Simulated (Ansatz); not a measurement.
Structure relaxation of CdGa

Level of theory: DFT PBE, scalar-relativistic, plane waves, PAW (Ansatz). Cutoff 420 eV, Γ-centred k mesh, Gaussian smearing, no spin polarisation in the final step.

The start puts CdGa on the rock salt structure type (Fm-3m, No. 225), with Cd in place of Na, Ga in place of Cl, at a guessed volume.

```xyz
2
Lattice="0.0000 2.7606 2.7606 2.7606 0.0000 2.7606 2.7606 2.7606 0.0000" Properties=species:S:1:pos:R:3 pbc="T T T"
Cd    0.0000    0.0000    0.0000
Ga    2.7606    2.7606    2.7606
```

Steps on the 6×6×6 mesh (2 atoms). 5 of 5 steps are shown, and the free energy counts from the last. Trial steps that were taken back and renewals of the plane-wave basis can be among the rows.

```tsv
step	ΔF (meV/atom)	V (Å³/atom)	P (GPa)
1	43.0	21.04	5.89
2	1.0	23.86	-0.39
3	0.3	23.86	-0.40
4	-0.1	23.65	-0.07
5	0.0	23.65	-0.07
```

A final relaxation ran on a 16×16×16 mesh. The relaxed crystal, Fm-3m (No. 225):

```cif
data_structure
_symmetry_space_group_name_H-M 'Fm-3m'
_symmetry_Int_Tables_number 225
_cell_length_a 5.7532
_cell_length_b 5.7532
_cell_length_c 5.7532
_cell_angle_alpha 90.000
_cell_angle_beta 90.000
_cell_angle_gamma 90.000
_cell_volume 190.43
loop_
_atom_site_label
_atom_site_type_symbol
_atom_site_symmetry_multiplicity
_atom_site_Wyckoff_symbol
_atom_site_fract_x
_atom_site_fract_y
_atom_site_fract_z
_atom_site_occupancy
Cd1 Cd 4 a 0.00000 0.00000 0.00000 1
Ga1 Ga 4 b 0.50000 0.00000 0.00000 1
```

```json
{
 "Volume per atom": "23.80 Å³",
 "Density": "6.35 g/cm³",
 "Energy over the elements": "0.16 eV/atom",
 "Gap on the 16×16×16 mesh": "0 eV (a metal)"
}
```

The zero of energy is the elements' standard structures at the same level; no fitted shifts are applied.

The final run used a 16×16×16 mesh on its 2-atom cell and 0.10 eV smearing. For metals, differences of a few meV/atom aren't resolved.

A structure relaxed within its symmetry needn't be a true minimum.